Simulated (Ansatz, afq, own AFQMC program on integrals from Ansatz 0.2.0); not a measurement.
## Nb, sextet in def2-SVP, levels against full CI

A free Nb atom.

Basis def2-SVP with its core potentials. Only valence electrons are correlated. Integrals, coupled cluster, full CI and functionals: Ansatz 0.2.0; the random walks run on the same integrals in our own AFQMC program. ph-AFQMC/CISD is guided by a CISD state made of CCSD amplitudes; releasing the constraint for a short imaginary time cuts its bias at the price of noise, slowly where states lie close. Error bars are statistical, one sigma. No spin–orbit coupling. The metal's outer-core s and p shells are frozen, which shifts wave-function levels against functionals.

Determinant: UHF, the one that the program's search chose, which needn't be the lowest solution.

Full CI on the same integrals is exact in this basis and with this determinant's frozen core.

Cautions: no spin-orbit coupling; outer-core shells of the metal frozen; the released energies have errors that jump between times, so the bars are unsure, so no released level is given (meV from the phaseless value at times in 1/Eh: -1.4 ± 0.4 at 0.24, 265 ± 268 at 0.50, -7 ± 3 at 1.00, -3.9 ± 0.5 at 1.50).

* T1 diagnostic: 0.0085
* weight of the determinant in the CISD state: 0.970
* ⟨S²⟩ of the determinant: 8.754
* size of the correlated space: 5 electrons in 27 orbitals

```json
{"level": "MP2", "correlation energy (eV)": "-0.9576"}
{"level": "CCSD", "correlation energy (eV)": "-1.1590"}
{"level": "CCSD(T)", "correlation energy (eV)": "-1.1756"}
```

(1) Estimate where phaseless AFQMC with a CISD trial lies against CCSD(T) on the same integrals.

(1) 0.06 ± 0.03 kcal/mol above CCSD(T).

Reference: full CI, correlation energy -1.182 eV.

```json
{"level": "CCSD(T)", "E − E(reference) (kcal/mol)": "0.14", "share of correlation (%)": "99.49"}
{"level": "CCSDT", "E − E(reference) (kcal/mol)": "0.01", "share of correlation (%)": "99.98"}
{"level": "CCSDT(Q)", "E − E(reference) (kcal/mol)": "0.00", "share of correlation (%)": "100.00"}
{"level": "CCSDTQ", "E − E(reference) (kcal/mol)": "0.00", "share of correlation (%)": "100.00"}
{"level": "ph-AFQMC/HF", "E − E(reference) (kcal/mol)": "1.99 ± 0.15", "share of correlation (%)": "92.70"}
{"level": "ph-AFQMC/CISD", "E − E(reference) (kcal/mol)": "0.19 ± 0.03", "share of correlation (%)": "99.29"}
```

CCSDT and higher add their correlation energy to the determinant of the CCSD(T) run, since their own runs factorise the integrals more tightly (a shift of under 2 meV).
